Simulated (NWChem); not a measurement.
Everything below was run with NWChem. System: C₂H₃O, charge 1, spin multiplicity 1, at the geometry of a parent with another charge or spin, in a state set for the comparison that need not be this species' ground state. Level: MP2/def2-TZVP, 3 core orbitals frozen.

The NWChem input:

```
start mol
memory heap 200 mb stack 900 mb global 1100 mb
charge 1
geometry units angstroms nocenter noautoz
  C     -0.076194    -1.169360     0.000000
  C      0.425007     0.253601     0.000000
  O     -0.195949     1.260016     0.000000
  H      0.326847    -1.687263     0.884253
  H      0.326847    -1.687263    -0.884253
  H     -1.178980    -1.211044     0.000000
  symmetry group Cs
end
basis spherical
  * library def2-tzvp
end
scf
  rhf
  nopen 0
  maxiter 100
  thresh 1e-7
  semidirect memsize 60000000 filesize 0
end
mp2
  freeze core 3
end
task mp2 energy
```

Part of the output:

```
             Northwest Computational Chemistry Package (NWChem) 7.3.0
             --------------------------------------------------------

                                NWChem Input Module
                                -------------------

 Scaling coordinates for geometry "geometry" by  1.889725989
 (inverse scale =  0.529177249)

 Turning off AUTOSYM since
 SYMMETRY directive was detected!

                             Geometry "geometry" -> ""
                             -------------------------

 Output coordinates in angstroms (scale by  1.889725989 to convert to a.u.)

  No.       Tag          Charge          X              Y              Z
 ---- ---------------- ---------- -------------- -------------- --------------
    1 C                    6.0000    -0.07619400    -1.16936000     0.00000000
    2 C                    6.0000     0.42500700     0.25360100     0.00000000
    3 O                    8.0000    -0.19594900     1.26001600     0.00000000
    4 H                    1.0000     0.32684700    -1.68726300     0.88425300
    5 H                    1.0000     0.32684700    -1.68726300    -0.88425300
    6 H                    1.0000    -1.17898000    -1.21104400     0.00000000

 Effective nuclear repulsion energy (a.u.)      62.8178045548

            Nuclear Dipole moment (a.u.)
            ----------------------------
        X                 Y               Z
 ---------------- ---------------- ----------------
     0.0000000000     0.0000075589     0.0000000000

      Symmetry information
      --------------------

 Group name             Cs
 Group number              2
 Group order               2
 No. of unique centers     5

      Symmetry unique atoms

     1    2    3    4    6


 Summary of "ao basis" -> "" (spherical)
 ------------------------------------------------------------------------------
       Tag                 Description            Shells   Functions and Types
 ---------------- ------------------------------  ------  ---------------------
 *                         def2-tzvp                  on all atoms

 Summary of "ao basis" -> "ao basis" (spherical)
 ------------------------------------------------------------------------------
       Tag                 Description            Shells   Functions and Types
 ---------------- ------------------------------  ------  ---------------------
 C                         def2-tzvp                11       31   5s3p2d1f
 O                         def2-tzvp                11       31   5s3p2d1f
 H                         def2-tzvp                 4        6   3s1p

                                 NWChem SCF Module
                                 -----------------

  ao basis        = "ao basis"
  functions       =   111
  atoms           =     6
  closed shells   =    11
  open shells     =     0
  charge          =   1.00
  wavefunction    = RHF
  use symmetry    = T
  symmetry adapt  = T

 Summary of "ao basis" -> "ao basis" (spherical)
 ------------------------------------------------------------------------------
       Tag                 Description            Shells   Functions and Types
 ---------------- ------------------------------  ------  ---------------------
 C                         def2-tzvp                11       31   5s3p2d1f
 O                         def2-tzvp                11       31   5s3p2d1f
 H                         def2-tzvp                 4        6   3s1p

      Symmetry analysis of basis
      --------------------------

        a'         74
        a"         37

 Forming initial guess at       0.1s

      Superposition of Atomic Density Guess
      -------------------------------------

 Sum of atomic energies:        -151.62639125

 Renormalizing density from      23.00 to     22

      Non-variational initial energy
      ------------------------------

 Total energy =    -148.251458
 1-e energy   =    -315.117763
 2-e energy   =     104.048501
 HOMO         =      -0.830970
 LUMO         =      -0.502481

      Symmetry analysis of molecular orbitals - initial
      -------------------------------------------------

  Numbering of irreducible representations:

     1 a'          2 a"

  Orbital symmetries:

     1 a'          2 a'          3 a'          4 a'          5 a'
     6 a'          7 a'          8 a"          9 a'         10 a"
    11 a'         12 a'         13 a"         14 a'         15 a'
    16 a"         17 a'         18 a'         19 a"         20 a'
    21 a'

 Starting SCF solution at       1.5s

 ----------------------------------------------
         Quadratically convergent ROHF

 Convergence threshold     :          1.000E-07
 Maximum no. of iterations :          100
 Final Fock-matrix accuracy:          1.000E-09
 ----------------------------------------------

              iter       energy          gnorm     gmax       time
             ----- ------------------- --------- --------- --------
                 1     -151.8396850886  2.09D+00  6.08D-01      1.5
                 2     -152.0257938554  4.71D-01  1.36D-01      1.6
                 3     -152.0449185560  2.45D-01  5.12D-02      1.7
                 4     -152.0491259127  1.46D-02  5.08D-03      2.1
                 5     -152.0491973077  2.11D-04  5.23D-05      2.7
                 6     -152.0491973105  2.79D-08  8.26D-09      3.6

       Final RHF  results
       ------------------

         Total SCF energy =   -152.049197310544
      One-electron energy =   -324.026026703911
      Two-electron energy =    109.159024838534
 Nuclear repulsion energy =     62.817804554833

        Time for solution =      2.1s

       Symmetry analysis of molecular orbitals - final
       -----------------------------------------------

  Numbering of irreducible representations:

     1 a'          2 a"

  Orbital symmetries:

     1 a'          2 a'          3 a'          4 a'          5 a'
     6 a'          7 a'          8 a"          9 a'         10 a"
    11 a'         12 a'         13 a"         14 a'         15 a'
    16 a"         17 a'         18 a'         19 a'         20 a"
    21 a"

             Final eigenvalues
             -----------------

              1
    1  -20.9789
    2  -11.7298
    3  -11.5493
    4   -1.7780
    5   -1.3087
    6   -1.0709
    7   -0.9400
    8   -0.9260
    9   -0.9213
   10   -0.8293
   11   -0.8216
   12   -0.2584
   13   -0.1639
   14   -0.0479
   15    0.0039
   16    0.0078
   17    0.0276
   18    0.0429
   19    0.0989
   20    0.1042
   21    0.1437

                       ROHF Final Molecular Orbital Analysis
                       -------------------------------------

 Vector    9  Occ=2.000000D+00  E=-9.213091D-01  Symmetry=a'
              MO Center=  2.3D-02,  2.5D-01,  1.2D-15, r^2= 1.9D+00
   Bfn.  Coefficient  Atom+Function         Bfn.  Coefficient  Atom+Function
  ----- ------------  ---------------      ----- ------------  ---------------
    68      0.238186  3 O  px                71      0.216438  3 O  px
    37      0.206748  2 C  px                40      0.184621  2 C  px
    69      0.183148  3 O  py                 6      0.165981  1 C  px
    72      0.161865  3 O  py

 Vector   10  Occ=2.000000D+00  E=-8.293084D-01  Symmetry=a"
              MO Center=  5.6D-02, -8.3D-01,  1.0D-16, r^2= 2.2D+00
   Bfn.  Coefficient  Atom+Function         Bfn.  Coefficient  Atom+Function
  ----- ------------  ---------------      ----- ------------  ---------------
     8      0.296013  1 C  pz                11      0.267432  1 C  pz
    70     -0.218590  3 O  pz                73     -0.194040  3 O  pz
    95      0.183004  4 H  s                101     -0.183004  5 H  s

 Vector   11  Occ=2.000000D+00  E=-8.216345D-01  Symmetry=a'
              MO Center= -1.8D-01, -5.4D-01,  5.8D-15, r^2= 2.3D+00
   Bfn.  Coefficient  Atom+Function         Bfn.  Coefficient  Atom+Function
  ----- ------------  ---------------      ----- ------------  ---------------
     6      0.248339  1 C  px                 9      0.220796  1 C  px
   107     -0.193190  6 H  s                 69     -0.186842  3 O  py
    72     -0.167665  3 O  py                68     -0.158310  3 O  px

 Vector   12  Occ=0.000000D+00  E=-2.584000D-01  Symmetry=a'
              MO Center=  4.2D-01,  2.8D-01, -3.3D-17, r^2= 2.0D+00
   Bfn.  Coefficient  Atom+Function         Bfn.  Coefficient  Atom+Function
  ----- ------------  ---------------      ----- ------------  ---------------
    36      0.672091  2 C  s                  5     -0.580398  1 C  s
    40      0.295818  2 C  px                37      0.289002  2 C  px
   108      0.265417  6 H  s                 74     -0.258680  3 O  px
    68     -0.251301  3 O  px                71     -0.228129  3 O  px
    43      0.207318  2 C  px                35      0.187778  2 C  s

 Vector   13  Occ=0.000000D+00  E=-1.639180D-01  Symmetry=a"
              MO Center=  3.3D-01,  2.5D-01, -6.4D-15, r^2= 1.9D+00
   Bfn.  Coefficient  Atom+Function         Bfn.  Coefficient  Atom+Function
  ----- ------------  ---------------      ----- ------------  ---------------
    45      0.533545  2 C  pz                42      0.416591  2 C  pz
    76     -0.378876  3 O  pz                39      0.359900  2 C  pz
    70     -0.264888  3 O  pz                73     -0.231433  3 O  pz
    96     -0.162798  4 H  s                102      0.162798  5 H  s

 Vector   14  Occ=0.000000D+00  E=-4.786875D-02  Symmetry=a'
              MO Center=  1.0D-01, -1.3D+00, -5.3D-14, r^2= 5.7D+00
   Bfn.  Coefficient  Atom+Function         Bfn.  Coefficient  Atom+Function
  ----- ------------  ---------------      ----- ------------  ---------------
     5      5.283546  1 C  s                 36     -2.355492  2 C  s
    96     -2.000710  4 H  s                102     -2.000710  5 H  s
   108     -1.254084  6 H  s                 67      0.833514  3 O  s
    43      0.502540  2 C  px                44      0.381471  2 C  py
    75     -0.278774  3 O  py                12      0.272888  1 C  px

 center of mass
 --------------
 x =   0.02293819 y =   0.19957883 z =   0.00000000

 moments of inertia (a.u.)
 ------------------
         181.721982433929           4.693533675902           0.000000000000
           4.693533675902          21.559529345910           0.000000000000
           0.000000000000           0.000000000000         192.025206216624

  Mulliken analysis of the total density
  --------------------------------------

    Atom       Charge   Shell Charges
 -----------   ------   -------------------------------------------------------
    1 C    6     6.25   0.85  1.12  0.48  0.72  0.05  1.23  1.42  0.30  0.02  0.04  0.00
    2 C    6     5.47   0.86  1.12  0.58  0.66  0.08  1.02  0.91  0.08  0.04  0.11  0.02
    3 O    8     8.00   0.79  1.18  0.62  0.97  0.29  1.75  1.83  0.52  0.01  0.04  0.00
    4 H    1     0.77   0.25  0.44  0.05  0.02
    5 H    1     0.77   0.25  0.44  0.05  0.02
    6 H    1     0.75   0.25  0.43  0.04  0.02

       Multipole analysis of the density wrt the origin
       ------------------------------------------------

     L   x y z        total         open         nuclear
     -   - - -        -----         ----         -------
     0   0 0 0      1.000000      0.000000     23.000000

     1   1 0 0      0.413708      0.000000      0.000000
     1   0 1 0     -1.043383      0.000000      0.000008
     1   0 0 1     -0.000000      0.000000      0.000000

     2   2 0 0     -9.724093      0.000000     10.818320
     2   1 1 0      0.704013      0.000000     -1.675063
     2   1 0 1     -0.000000      0.000000      0.000000
     2   0 2 0     -7.853342      0.000000    101.603067
     2   0 1 1     -0.000000      0.000000      0.000000
     2   0 0 2    -10.731167      0.000000      5.584454

                   NWChem MP2 Semi-direct Energy/Gradient Module
                   ---------------------------------------------

  Basis functions       =    111
  Molecular orbitals    =    111
  Frozen core           =      3
  Frozen virtuals       =      0
  Active alpha occupied =      8
  Active beta occupied  =      8
  Active alpha virtual  =    100
  Active beta virtual   =    100
  Use MO symmetry       = T
  Use skeleton AO sym   = T

  AO/Fock/Back tols     =   1.0D-09  1.0D-09  1.0D-09

 GA uses MA = F    GA memory limited = T

 Available:
  local mem=  1.26D+08
 global mem=  1.44D+08
 local disk=  0.00D+00
  mp2_memr nvloc                   100
  nvloc new                   100
   1 passes of   8:        5242880                      65118                  16779061.
   1 passes of   8: M    126152148           G      144154558           F     120909268.

 Semi-direct pass number   1 of   1  for RHF alpha+beta  at        3.7s
  vrange nnbf                  6161
  mp2_eaftype                    64  avail_ma_in_mb                  1099
 EAF : mp2_eaftype filesize          64    8389531.
  mp2_eaf for mointskh                     64
Node 0 wrote     39.4 Mb in      0.0 s     Agg I/O rate:  1999.3 Mb/s
 Done moints_semi at        6.7s
  mp2_eaftype                    64  avail_ma_in_mb                  1035
 EAF : mp2_eaftype filesize          64    8389531.
  mp2_eaf for kh                    64
 Done maket at        6.9s
 Done multipass loop at        6.9s

          -------------------------------------------
          SCF energy                -152.049197310544
          Correlation energy          -0.545948886979
          Singlet pairs               -0.345664609276
          Triplet pairs               -0.200284277703
          Total MP2 energy          -152.595146197523
          -------------------------------------------

          ---------------------------------------------------
                    Spin Component Scaled (SCS) MP2
          Same spin pairs                     -0.133522851802
          Same spin scaling factor             0.333333333333
          Opposite spin pairs                 -0.412426035177
          Opposite spin scaling fact.          1.200000000000
          SCS-MP2 correlation energy          -0.539418859479
          Total SCS-MP2 energy              -152.588616170024
          ---------------------------------------------------

 -----------------------
 Performance information
 -----------------------

 Timer overhead =  2.23D-07 seconds/call

               Nr. of calls         CPU time (s)                 Wall time (s)                GFlops
             ---------------    -------------------     ------------------------------   -------------------
Name         Min   Avg   Max    Min     Avg     Max     Min     Avg     Max   Mx/calls   Min     Max     Sum
mp2: moin     1     1     1    3.0     3.0     3.0      3.0     3.0     3.0     3.0      0.0     0.0     0.0
mp2: make     1     1     1   0.27    0.27    0.27     0.27    0.27    0.27    0.27      0.0     0.0     0.0
mp2: tota     1     1     1    3.3     3.3     3.3      3.3     3.3     3.3     3.3      0.0     0.0     0.0

 The average no. of pstat calls per process was 3.00D+00
 with a timing overhead of 6.69D-07s

 Task  times  cpu:        6.9s     wall:        6.9s

 Total times  cpu:        6.9s     wall:        6.9s
```
